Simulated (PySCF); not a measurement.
# C5H5F: NMR shifts at several levels of theory

Aim: compute the NMR shifts of C5H5F (`C#C[C@@H]1C[C@@H]1F`) at several levels, and see how far they spread and what each costs.

Computed with PySCF 2.14.0, with density-fitted response routines of our own, on a single molecule in the gas phase. Atoms count from 0, in the outputs and in this text.

## 1. The molecule as given

11 atoms, charge 0, multiplicity 1; geometry from: GFN2-xTB.

Bonds of the start (Å): C0–C1 1.20, C1–C2 1.43, C2–C3 1.51, C3–C4 1.49, C4–F5 1.36, C4–C2 1.51, C0–H6 1.05, C2–H7 1.08, C3–H8 1.08, C3–H9 1.08, C4–H10 1.08.

## 2. Geometry optimisation at PBE0-D3(BJ)/def2-SVP

The job: settings as JSON, then the geometry in Å.

```
{"job": {"xc": "PBE0", "basis": "def2-SVP", "d3": "d3bj", "grid": 1, "kind": "geom"}, "charge": 0, "multiplicity": 1}
C      1.918387    -1.485452    -0.540659
C      1.218576    -0.554442    -0.262917
C      0.361170     0.540421     0.064210
C     -0.832299     0.296875     0.962845
C     -1.041044     0.583535    -0.484405
F     -1.466821    -0.430497    -1.285044
H      2.541873    -2.292336    -0.784159
H      0.873353     1.492070     0.151284
H     -1.103477     1.050059     1.685782
H     -0.996780    -0.719707     1.286017
H     -1.467514     1.522143    -0.818918
```

Log:

```text
step   0  E = -292.72821440  max force = 0.016674
step   1  E = -292.72745851  max force = 0.009407
step   2  E = -292.72931517  max force = 0.007231
step   3  E = -292.72998768  max force = 0.003343
step   4  E = -292.73012963  max force = 0.001960
step   5  E = -292.73019040  max force = 0.001075
step   6  E = -292.73020224  max force = 0.000601
step   7  E = -292.73020392  max force = 0.000203
optimisation converged
```

Run time: 29 s. Hardware: 1 thread, shared host.

Along the way: (the energy doesn't fall at every step)

| step | energy from step 0 (eV) | largest force component (eV/Å) |
| --- | --- | --- |
| 0 | 0.0000 | 0.8574 |
| 1 | 0.0206 | 0.4837 |
| 2 | -0.0300 | 0.3718 |
| 3 | -0.0483 | 0.1719 |
| 4 | -0.0521 | 0.1008 |
| 5 | -0.0538 | 0.0553 |
| 6 | -0.0541 | 0.0309 |
| 7 | -0.0541 | 0.0104 |

Distances of close pairs at the start and the end, largest changes first:

| bond | before (Å) | after (Å) | change (Å) |
| --- | --- | --- | --- |
| C0–H6 | 1.048 | 1.074 | +0.026 |
| C0–C1 | 1.197 | 1.211 | +0.014 |
| C3–H8 | 1.079 | 1.093 | +0.014 |
| C3–H9 | 1.079 | 1.093 | +0.013 |
| C4–F5 | 1.360 | 1.348 | -0.012 |
| C2–H7 | 1.084 | 1.096 | +0.011 |
| C4–H10 | 1.084 | 1.095 | +0.011 |
| C2–C3 | 1.514 | 1.524 | +0.010 |

The end geometry stands in the next job.

| at the end point | value |
| --- | --- |
| point group (found at 0.08 Å tolerance) | C1 |
| rotational constants (GHz, main isotopes) | 6.535, 2.891, 2.284 |
| dipole moment (D) | 1.80 |

## 3. NMR shieldings: PBE0/cc-pVDZ

The job: settings as JSON, then the geometry in Å.

```
{"job": {"kind": "nmr", "xc": "PBE0", "basis": "cc-pVDZ", "pop": true}, "charge": 0, "multiplicity": 1}
C      1.508407    -1.540560    -1.282744
C      0.872282    -0.601284    -0.858016
C      0.117794     0.516535    -0.365756
C     -0.111762     0.680471     1.131453
C     -1.237423     0.289501     0.253039
F     -1.694709    -0.976250     0.329146
H      2.068886    -2.375955    -1.658813
H      0.224123     1.437316    -0.949923
H     -0.083422     1.687828     1.553366
H      0.300155    -0.109470     1.763853
H     -2.034855     1.004651     0.025506
```

Method: GIAO PBE0/cc-pVDZ NMR shielding, non-relativistic, gas phase.

Log:

```text
coarse grid: 9616 points
cycle   1  E = -292.8913541290  dE =  9.512e-01  |g| = 5.108e-01  |ddm| = 6.503e+00
cycle   2  E = -292.8706762532  dE =  2.068e-02  |g| = 6.420e-01  |ddm| = 1.745e+00
cycle   3  E = -292.9438271038  dE = -7.315e-02  |g| = 9.204e-02  |ddm| = 9.428e-01
cycle   4  E = -292.9452023692  dE = -1.375e-03  |g| = 5.006e-02  |ddm| = 1.814e-01
cycle   5  E = -292.9457540334  dE = -5.517e-04  |g| = 1.914e-02  |ddm| = 7.720e-02
cycle   6  E = -292.9458424327  dE = -8.840e-05  |g| = 2.812e-03  |ddm| = 2.987e-02
cycle   7  E = -292.9458441926  dE = -1.760e-06  |g| = 8.516e-04  |ddm| = 5.215e-03
final grid: 94504 points
cycle   8  E = -292.9538099308  dE = -2.404e-05  |g| = 6.984e-03  |ddm| = 5.919e-02
cycle   9  E = -292.9538034309  dE =  6.500e-06  |g| = 9.155e-03  |ddm| = 2.609e-02
cycle  10  E = -292.9538216515  dE = -1.822e-05  |g| = 1.691e-03  |ddm| = 1.423e-02
cycle  11  E = -292.9538222820  dE = -6.305e-07  |g| = 5.090e-04  |ddm| = 2.707e-03
cycle  12  E = -292.9538223443  dE = -6.230e-08  |g| = 1.251e-04  |ddm| = 7.538e-04
cycle  13  E = -292.9538223474  dE = -3.160e-09  |g| = 2.055e-05  |ddm| = 1.718e-04
cycle  14  E = -292.9538223475  dE = -8.680e-11  |g| = 7.003e-06  |ddm| = 4.257e-05
converged SCF energy = -292.9538223475

GIAO shielding tensors (ppm)
atom      isotropic    diamagn.    paramagn.     s11        s22        s33       span
  0 C      128.600     268.134    -139.534     56.386     66.380    263.034    206.648
  1 C      119.087     245.674    -126.587     25.773     39.598    291.889    266.116
  2 C      186.652     256.425     -69.774    156.432    176.257    227.266     70.834
  3 C      180.535     252.105     -71.569    156.968    175.565    209.072     52.104
  4 C      128.558     244.807    -116.248     81.134    107.503    197.038    115.905
  5 F      418.636     470.465     -51.829    386.328    403.774    465.805     79.477
  6 H       29.776      34.108      -4.333     24.566     24.732     40.029     15.463
  7 H       30.254      29.855       0.400     23.198     27.898     39.668     16.470
  8 H       30.611      29.380       1.231     25.396     26.636     39.802     14.406
  9 H       30.407      30.491      -0.084     25.634     28.682     36.905     11.271
 10 H       27.333      29.115      -1.782     22.071     26.680     33.249     11.178
```

Wall time 7.5 s (1 thread, shared host).

The references, computed at this level on geometries of the same kind, shield at (ppm): ¹H TMS 31.29, ¹³C TMS 196.8, ¹⁹F CFCl3 200.9. Their shielding less the atom's gives the shift. The references are single molecules in the gas phase.

| atoms | environment | σ (ppm) | δ (ppm) |
| --- | --- | --- | --- |
| C1 | alkyne carbon | 119.1 | 77.7 |
| C4 | three-membered-ring carbon | 128.6 | 68.2 |
| C0 | terminal alkyne carbon | 128.6 | 68.2 |
| C3 | three-membered-ring carbon | 180.5 | 16.2 |
| C2 | three-membered-ring carbon | 186.7 | 10.1 |
| H10 | hydrogen on a three-membered-ring carbon | 27.33 | 3.96 |
| H6 | hydrogen on a terminal alkyne carbon | 29.78 | 1.51 |
| H7 | hydrogen on a three-membered-ring carbon | 30.25 | 1.04 |
| H9 | hydrogen on a three-membered-ring carbon | 30.41 | 0.88 |
| H8 | hydrogen on a three-membered-ring carbon | 30.61 | 0.68 |
| F5 | fluorine on an sp3 carbon | 418.6 | -217.7 |

Charges from the same density, by scheme (e):

| atoms | Mulliken | IAO | Hirshfeld | ESP fit |
| --- | --- | --- | --- | --- |
| C0 | -0.42 | -0.24 | -0.13 | -0.39 |
| C1 | 0.46 | -0.03 | -0.05 | -0.01 |
| C2 | -0.26 | -0.17 | -0.03 | -0.05 |
| C3 | -0.04 | -0.30 | -0.08 | -0.37 |
| C4 | 0.21 | 0.18 | 0.05 | 0.07 |
| F5 | -0.19 | -0.28 | -0.08 | -0.14 |

Mayer bond orders: C0–C1 2.43, C1–C2 1.05, C2–C3 0.95, C3–C4 1.01, C4–F5 1.10, C4–C2 0.94.

## 4. Chemical shifts: PBE0/cc-pVTZ

The job, as its differences from that of step 3:

```diff
@@ -1,2 +1,2 @@
-{"job": {"kind": "nmr", "xc": "PBE0", "basis": "cc-pVDZ", "pop": true}, "charge": 0, "multiplicity": 1}
+{"job": {"kind": "nmr", "xc": "PBE0", "basis": "cc-pVTZ", "pop": true}, "charge": 0, "multiplicity": 1}
 C      1.508407    -1.540560    -1.282744
```

Method: GIAO PBE0/cc-pVTZ NMR shielding, non-relativistic, gas phase.

Log:

```text
coarse grid: 9616 points
cycle   1  E = -292.9913509316  dE =  9.114e-01  |g| = 5.363e-01  |ddm| = 6.958e+00
cycle   2  E = -292.9691424335  dE =  2.221e-02  |g| = 6.818e-01  |ddm| = 1.823e+00
cycle   3  E = -293.0461674048  dE = -7.702e-02  |g| = 9.686e-02  |ddm| = 1.025e+00
cycle   4  E = -293.0474826856  dE = -1.315e-03  |g| = 5.004e-02  |ddm| = 1.851e-01
cycle   5  E = -293.0479654503  dE = -4.828e-04  |g| = 2.351e-02  |ddm| = 8.106e-02
cycle   6  E = -293.0480921472  dE = -1.267e-04  |g| = 3.600e-03  |ddm| = 3.146e-02
cycle   7  E = -293.0480949191  dE = -2.772e-06  |g| = 9.540e-04  |ddm| = 6.436e-03
final grid: 94504 points
cycle   8  E = -293.0414324667  dE = -6.391e-05  |g| = 6.964e-03  |ddm| = 1.764e-01
cycle   9  E = -293.0414268234  dE =  5.643e-06  |g| = 8.950e-03  |ddm| = 2.583e-02
cycle  10  E = -293.0414427877  dE = -1.596e-05  |g| = 1.559e-03  |ddm| = 1.291e-02
cycle  11  E = -293.0414432091  dE = -4.214e-07  |g| = 6.044e-04  |ddm| = 2.628e-03
cycle  12  E = -293.0414432863  dE = -7.719e-08  |g| = 2.355e-04  |ddm| = 9.327e-04
cycle  13  E = -293.0414432983  dE = -1.204e-08  |g| = 2.730e-05  |ddm| = 3.333e-04
cycle  14  E = -293.0414432984  dE = -1.297e-10  |g| = 9.012e-06  |ddm| = 4.901e-05
converged SCF energy = -293.0414432984

GIAO shielding tensors (ppm)
atom      isotropic    diamagn.    paramagn.     s11        s22        s33       span
  0 C      116.534     261.367    -144.833     38.399     49.698    261.506    223.107
  1 C      104.028     259.714    -155.686      2.258     18.179    291.647    289.389
  2 C      178.780     248.815     -70.036    148.840    166.090    221.409     72.569
  3 C      171.730     249.717     -77.987    147.493    165.477    202.220     54.726
  4 C      116.299     238.748    -122.448     67.171     93.467    188.259    121.088
  5 F      415.325     470.205     -54.880    382.687    402.753    460.535     77.848
  6 H       29.770      30.887      -1.118     24.494     24.632     40.183     15.689
  7 H       29.987      29.524       0.464     22.814     27.562     39.585     16.771
  8 H       30.446      29.716       0.730     25.311     26.101     39.925     14.614
  9 H       30.295      30.192       0.103     25.586     28.528     36.772     11.186
 10 H       27.061      28.923      -1.863     21.887     26.345     32.949     11.062
```

Wall time 23 s (1 thread, shared host).

Key values: δ C1 83.3, C4 71.0, C0 70.8, C3 15.6, H10 4.23, H6 1.52 ppm.

## 5. NMR shieldings: PBE0/aug-cc-pVDZ

The job, as its differences from that of step 4:

```diff
@@ -1,2 +1,2 @@
-{"job": {"kind": "nmr", "xc": "PBE0", "basis": "cc-pVTZ", "pop": true}, "charge": 0, "multiplicity": 1}
+{"job": {"kind": "nmr", "xc": "PBE0", "basis": "aug-cc-pVDZ", "pop": true}, "charge": 0, "multiplicity": 1}
 C      1.508407    -1.540560    -1.282744
```

Method: GIAO PBE0/aug-cc-pVDZ NMR shielding, non-relativistic, gas phase.

Log:

```text
coarse grid: 9616 points
cycle   1  E = -292.9156174010  dE =  9.403e-01  |g| = 4.736e-01  |ddm| = 1.469e+01
cycle   2  E = -292.8967155472  dE =  1.890e-02  |g| = 6.013e-01  |ddm| = 2.364e+00
cycle   3  E = -292.9634796956  dE = -6.676e-02  |g| = 8.582e-02  |ddm| = 1.136e+00
cycle   4  E = -292.9646383652  dE = -1.159e-03  |g| = 4.244e-02  |ddm| = 2.252e-01
cycle   5  E = -292.9650066379  dE = -3.683e-04  |g| = 1.948e-02  |ddm| = 1.062e-01
cycle   6  E = -292.9650971840  dE = -9.055e-05  |g| = 3.360e-03  |ddm| = 5.745e-02
cycle   7  E = -292.9650997891  dE = -2.605e-06  |g| = 8.667e-04  |ddm| = 9.913e-03
final grid: 94504 points
cycle   8  E = -292.9730851522  dE = -2.773e-05  |g| = 6.794e-03  |ddm| = 1.962e-01
cycle   9  E = -292.9730788853  dE =  6.267e-06  |g| = 8.973e-03  |ddm| = 4.630e-02
cycle  10  E = -292.9730962141  dE = -1.733e-05  |g| = 1.611e-03  |ddm| = 1.842e-02
cycle  11  E = -292.9730967729  dE = -5.588e-07  |g| = 4.723e-04  |ddm| = 4.874e-03
cycle  12  E = -292.9730968245  dE = -5.160e-08  |g| = 1.540e-04  |ddm| = 1.136e-03
cycle  13  E = -292.9730968295  dE = -4.984e-09  |g| = 2.238e-05  |ddm| = 2.967e-04
cycle  14  E = -292.9730968296  dE = -1.041e-10  |g| = 7.418e-06  |ddm| = 9.534e-05
converged SCF energy = -292.9730968296

GIAO shielding tensors (ppm)
atom      isotropic    diamagn.    paramagn.     s11        s22        s33       span
  0 C      129.953     247.338    -117.385     57.776     69.140    262.944    205.167
  1 C      117.842     279.242    -161.400     23.589     38.126    291.811    268.222
  2 C      185.978     199.005     -13.027    156.771    174.300    226.863     70.092
  3 C      179.594     216.955     -37.362    155.869    175.287    207.625     51.756
  4 C      127.594     224.745     -97.151     79.922    106.595    196.266    116.344
  5 F      420.532     467.361     -46.829    389.439    407.078    465.080     75.640
  6 H       29.773      31.885      -2.113     24.545     24.676     40.097     15.552
  7 H       30.038      27.963       2.075     22.917     27.716     39.482     16.565
  8 H       30.476      32.875      -2.399     25.414     26.170     39.843     14.429
  9 H       30.322      31.382      -1.059     25.727     28.631     36.609     10.882
 10 H       27.050      30.153      -3.103     21.797     26.479     32.873     11.076
```

It took 15 s on 1 thread, shared host.

This run: δ C1 77.3, C4 67.5, C0 65.2, C3 15.5, H10 4.35, H6 1.62 ppm.

## 6. Shielding tensors: PBE0/IGLO-III

The job, as its differences from that of step 5:

```diff
@@ -1,2 +1,2 @@
-{"job": {"kind": "nmr", "xc": "PBE0", "basis": "aug-cc-pVDZ", "pop": true}, "charge": 0, "multiplicity": 1}
+{"job": {"kind": "nmr", "xc": "PBE0", "basis": "IGLO-III", "pop": true}, "charge": 0, "multiplicity": 1}
 C      1.508407    -1.540560    -1.282744
```

Method: GIAO PBE0/IGLO-III NMR shielding, non-relativistic, gas phase.

Log:

```text
coarse grid: 9616 points
cycle   1  E = -292.9989260959  dE =  9.149e-01  |g| = 5.386e-01  |ddm| = 2.293e+00
cycle   2  E = -292.9735805943  dE =  2.535e-02  |g| = 6.935e-01  |ddm| = 8.453e-01
cycle   3  E = -293.0531326978  dE = -7.955e-02  |g| = 9.904e-02  |ddm| = 4.920e-01
cycle   4  E = -293.0543895777  dE = -1.257e-03  |g| = 5.330e-02  |ddm| = 7.363e-02
cycle   5  E = -293.0549462224  dE = -5.566e-04  |g| = 2.421e-02  |ddm| = 3.149e-02
cycle   6  E = -293.0550794278  dE = -1.332e-04  |g| = 3.996e-03  |ddm| = 1.150e-02
cycle   7  E = -293.0550828328  dE = -3.405e-06  |g| = 1.037e-03  |ddm| = 2.732e-03
final grid: 94504 points
cycle   8  E = -293.0564671117  dE = -8.126e-05  |g| = 6.521e-03  |ddm| = 7.832e-02
cycle   9  E = -293.0564629345  dE =  4.177e-06  |g| = 8.084e-03  |ddm| = 9.001e-03
cycle  10  E = -293.0564762097  dE = -1.328e-05  |g| = 1.507e-03  |ddm| = 4.553e-03
cycle  11  E = -293.0564765699  dE = -3.602e-07  |g| = 6.487e-04  |ddm| = 9.994e-04
cycle  12  E = -293.0564766540  dE = -8.417e-08  |g| = 2.835e-04  |ddm| = 3.691e-04
cycle  13  E = -293.0564766716  dE = -1.752e-08  |g| = 3.056e-05  |ddm| = 1.657e-04
cycle  14  E = -293.0564766717  dE = -1.600e-10  |g| = 9.152e-06  |ddm| = 2.750e-05
converged SCF energy = -293.0564766717

GIAO shielding tensors (ppm)
atom      isotropic    diamagn.    paramagn.     s11        s22        s33       span
  0 C      110.925     269.099    -158.173     29.904     41.824    261.047    231.143
  1 C       98.357     254.236    -155.879     -6.959      9.967    292.062    299.021
  2 C      174.606     243.503     -68.896    142.974    161.773    219.072     76.098
  3 C      167.664     252.344     -84.680    142.205    161.398    199.390     57.185
  4 C      111.089     241.505    -130.416     59.867     87.534    185.866    125.999
  5 F      415.128     465.317     -50.189    382.388    401.387    461.609     79.222
  6 H       29.749      30.670      -0.921     24.464     24.571     40.213     15.750
  7 H       30.032      29.754       0.279     22.827     27.670     39.600     16.774
  8 H       30.517      30.400       0.117     25.414     26.165     39.973     14.559
  9 H       30.329      30.645      -0.316     25.650     28.582     36.755     11.105
 10 H       27.094      29.229      -2.135     21.887     26.460     32.935     11.047
```

Run time: 24 s. Hardware: 1 thread, shared host.

This run: δ C1 85.4, C0 72.8, C4 72.7, C3 16.1, H10 4.28, H6 1.62 ppm.

## 7. Chemical shifts: PBE0/pcSseg-0

The job, as its differences from that of step 6:

```diff
@@ -1,2 +1,2 @@
-{"job": {"kind": "nmr", "xc": "PBE0", "basis": "IGLO-III", "pop": true}, "charge": 0, "multiplicity": 1}
+{"job": {"kind": "nmr", "xc": "PBE0", "basis": "pcSseg-0", "pop": true}, "charge": 0, "multiplicity": 1}
 C      1.508407    -1.540560    -1.282744
```

With the program's defaults for keys left out, this is: GIAO PBE0/pcSseg-0 NMR shielding, non-relativistic, gas phase.

Log:

```text
coarse grid: 9616 points
cycle   1  E = -292.2731507007  dE =  8.937e-01  |g| = 4.411e-01  |ddm| = 3.700e+00
cycle   2  E = -292.2506825357  dE =  2.247e-02  |g| = 6.059e-01  |ddm| = 1.420e+00
cycle   3  E = -292.3147045425  dE = -6.402e-02  |g| = 7.301e-02  |ddm| = 7.482e-01
cycle   4  E = -292.3153242940  dE = -6.198e-04  |g| = 5.549e-02  |ddm| = 1.416e-01
cycle   5  E = -292.3160571396  dE = -7.328e-04  |g| = 1.217e-02  |ddm| = 5.545e-02
cycle   6  E = -292.3160920568  dE = -3.492e-05  |g| = 1.732e-03  |ddm| = 1.357e-02
cycle   7  E = -292.3160926731  dE = -6.163e-07  |g| = 6.622e-04  |ddm| = 2.910e-03
final grid: 94504 points
cycle   8  E = -292.2694843802  dE = -1.574e-05  |g| = 3.695e-03  |ddm| = 2.282e-02
cycle   9  E = -292.2694847469  dE = -3.668e-07  |g| = 3.485e-03  |ddm| = 8.114e-03
cycle  10  E = -292.2694876218  dE = -2.875e-06  |g| = 9.632e-04  |ddm| = 4.512e-03
cycle  11  E = -292.2694878361  dE = -2.144e-07  |g| = 2.081e-04  |ddm| = 1.031e-03
cycle  12  E = -292.2694878462  dE = -1.007e-08  |g| = 6.114e-05  |ddm| = 2.832e-04
cycle  13  E = -292.2694878470  dE = -7.940e-10  |g| = 1.447e-05  |ddm| = 8.520e-05
converged SCF energy = -292.2694878470

GIAO shielding tensors (ppm)
atom      isotropic    diamagn.    paramagn.     s11        s22        s33       span
  0 C      113.264     270.136    -156.872     33.142     44.295    262.356    229.214
  1 C      106.288     276.263    -169.975      5.756     19.716    293.392    287.636
  2 C      185.404     252.207     -66.803    151.923    178.460    225.830     73.906
  3 C      174.985     251.597     -76.611    147.634    172.722    204.599     56.965
  4 C      119.157     246.822    -127.665     68.931     96.509    192.032    123.101
  5 F      432.275     470.227     -37.953    387.778    417.258    491.787    104.009
  6 H       30.822      29.234       1.588     26.012     26.206     40.248     14.236
  7 H       31.450      28.443       3.008     24.221     29.330     40.800     16.580
  8 H       31.421      30.288       1.134     26.378     27.439     40.446     14.068
  9 H       31.528      29.134       2.395     27.070     29.633     37.883     10.813
 10 H       28.671      29.188      -0.516     23.570     27.450     34.993     11.424
```

Run time: 3.7 s. Hardware: 1 thread, shared host.

This run: δ C1 87.2, C0 80.3, C4 74.4, C3 18.5, H10 4.16, H6 2.01 ppm.

## 8. Run by run: NMR shifts

Shifts (ppm) of some atoms, chosen among heavy atoms and hydrogens apart, with basis size and wall time:

| run | C1 | C4 | C0 | C3 | H6 | H8 | F5 | functions | time |
| --- | --- | --- | --- | --- | --- | --- | --- | --- | --- |
| PBE0/cc-pVDZ | 77.7 | 68.2 | 68.2 | 16.2 | 1.51 | 0.68 | -217.7 | 109 | 7.5 s |
| PBE0/cc-pVTZ | 83.3 | 71.0 | 70.8 | 15.6 | 1.52 | 0.85 | -232.7 | 250 | 23 s |
| PBE0/aug-cc-pVDZ | 77.3 | 67.5 | 65.2 | 15.5 | 1.62 | 0.92 | -226.4 | 183 | 15 s |
| PBE0/IGLO-III | 85.4 | 72.7 | 72.8 | 16.1 | 1.62 | 0.86 | -240.5 | 260 | 24 s |
| PBE0/pcSseg-0 | 87.2 | 74.4 | 80.3 | 18.5 | 2.01 | 1.41 | -253.9 | 64 | 3.7 s |

## 9. Summary of results

| quantity | value |
| --- | --- |
| point group | C1 |
| rotational constants (main isotopes) | 6.53, 2.89, 2.28 GHz |
| ¹³C shifts against TMS (PBE0/cc-pVDZ) | 77.7, 68.2, 68.2, 16.2, 10.1 ppm |
| ¹H shifts against TMS (PBE0/cc-pVDZ) | 3.96, 1.51, 1.04, 0.88, 0.68 ppm |
| ¹⁹F shifts against CFCl3 (PBE0/cc-pVDZ) | -217.7 ppm |
| range of the shift of F5 | -253.9 to -217.7 ppm |

What this shows: Single values in the summary come from the first run of each kind that ended normally (PBE0/cc-pVDZ), which need not be the best level. Relaxing lowered the energy by 0.054 eV in 7 steps; the bonded pair that moved most is C0–H6, from 1.048 to 1.074 Å. At PBE0/cc-pVDZ: The widest tensor belongs to C1: span 266 ppm, with a paramagnetic part of -127 ppm. Across the 5 runs the shift of F5 moves most, between -253.9 (PBE0/pcSseg-0) and -217.7 ppm (PBE0/cc-pVDZ). Part of that comes from the computed reference, which moves with the level too.
